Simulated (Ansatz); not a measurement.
The input, for Ansatz 0.2.0:

```yaml
crystal:
  periodic: [false, false, false]
  atoms:
    - {symbol: Ge, position_ang: [0.000000, 0.014036, 0.310508]}
    - {symbol: C, position_ang: [0.000000, -0.136900, -1.670999]}
    - {symbol: H, position_ang: [0.000000, 0.619772, -2.465821]}
basis:
  gaussian: {orbitals: cc-pVDZ}
total_charge: 1
magnetization: {spin_polarized: false, initial_magnetization: 2}
correlation: {active_space: {ras: {orbitals: [3, 2, 26], electrons: 8, max_holes: 2, max_particles: 2}, fixed_orbitals: true}}
```

```sh
$ ansatz run in.yaml --threads 1 --pin off --events-out ev --progress --plain --max-ram 2393MiB
```

Log:

```
506 factors; integrals over basis functions are off by at most 6.6e-4 eV
mean field evaluation 1: about -57504.1581 eV, gradient 2.7e1 eV
mean field evaluation 2: about -57504.1596 eV, gradient 2.7e1 eV
mean field evaluation 4: about -57507.9365 eV, gradient 3.4e0 eV
mean field evaluation 8: about -57508.5516 eV, gradient 3.1e-1 eV
mean field evaluation 16: about -57504.8749 eV, gradient 7.0e0 eV
mean field evaluation 32: about -57505.2058 eV, gradient 2.0e0 eV
mean field evaluation 64: about -57508.4442 eV, gradient 2.2e0 eV
mean field -57508.55315993 eV, -2113.4003479300 hartree, gradient 2.3e-6 eV, S^2 2.000000; 6 other end points of the search recorded, 0 dependent functions left out
reference -57508.55315993 eV, -2113.4003479300 hartree; 20, 18 occupied and 26, 28 virtual orbitals, 506 factors
state -57513.02028059 eV, -2113.5645115864 hartree
Total energy: -57513.02028059 eV, -2113.5645115864 hartree
```

Natural occupations: 1.9683 1.9606 1.9280 0.9889 0.9841 0.0367 0.0331 0.0291 0.0181 0.0077 0.0069 0.0059 0.0049 0.0048 0.0039 0.0036 0.0034 0.0023 0.0018 0.0013 0.0013 0.0012 0.0010 0.0009.

Ran on 1 thread of Arm Neoverse V2, shared host: 1.7 s wall, 0.17 GiB peak host memory.
